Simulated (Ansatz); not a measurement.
# CHClSi (SMILES C#[Si]Cl): functionals against CCSD(T) at one geometry

The task here is to estimate one member of a computed series from the others.

Method: single points in def2-TZVPP; program: Ansatz 0.2.0, Gaussian basis.

Cores are frozen in the correlated methods.

## Where the work starts

SMILES `C#[Si]Cl`, 4 atoms, charge 0, spin multiplicity 1.

Atoms are counted from 1 here; the program's logs count them from 0.

Bond lengths: C1–Si2 1.715 Å, C1–H4 1.045 Å, Si2–Cl3 1.979 Å. Angles: Si2–C1–H4 120.7°, C1–Si2–Cl3 164.2°.

Coordinates:

```
C     0.5359    1.0662    0.0866
Si   -0.1371   -0.5058   -0.0395
Cl   -0.4015   -2.4468   -0.3194
H    -0.0657    1.8878    0.3234
```

The first run:

run/in.yaml reads:

```yaml
crystal:
  periodic: [false, false, false]
  atoms:
    - {symbol: C, position_ang: [0.535900, 1.066200, 0.086600]}
    - {symbol: Si, position_ang: [-0.137100, -0.505800, -0.039500]}
    - {symbol: Cl, position_ang: [-0.401500, -2.446800, -0.319400]}
    - {symbol: H, position_ang: [-0.065700, 1.887800, 0.323400]}
basis:
  gaussian: {orbitals: def2-TZVPP}
correlation: {method: ccsd_t}
output: {forces: true}
```

No record of the launch command was kept for these runs.

Steps of the session up to this table: CCSD(T)/def2-TZVPP; PBE0-D4/def2-TZVPP; wB97M-V/def2-TZVPP; r2SCAN-D4/def2-TZVPP; PBE-D4/def2-TZVPP; BHLYP-D4/def2-TZVPP; SPW92/def2-TZVPP.

One table of the session follows, with a row left open; its other results are not shown here.

| method | RMS force component (eV/Å) | angle to CCSD(T) forces (°) | dipole (D) |
| --- | --- | --- | --- |
| CCSD(T) | 1.401 | reference | 2.02 |
| PBE0-D4 | 1.587 | 9.6 | 2.46 |
| wB97M-V | 1.647 | 12.1 | 2.63 |
| r2SCAN-D4 | 1.536 | 7.3 | 2.41 |
| PBE-D4 | 1.533 | 4.3 | 2.33 |
| BHLYP-D4 | ? | ? | ? |
| SPW92 | 1.634 | 10.0 | 2.37 |

**Question.** Estimate the row for BHLYP-D4.

As computed: RMS force component (eV/Å): 1.609; angle to CCSD(T) forces (°): 14.4; dipole (D): 2.56. In the column «RMS force component (eV/Å)» it lies between PBE0-D4 (1.587) and SPW92 (1.634).
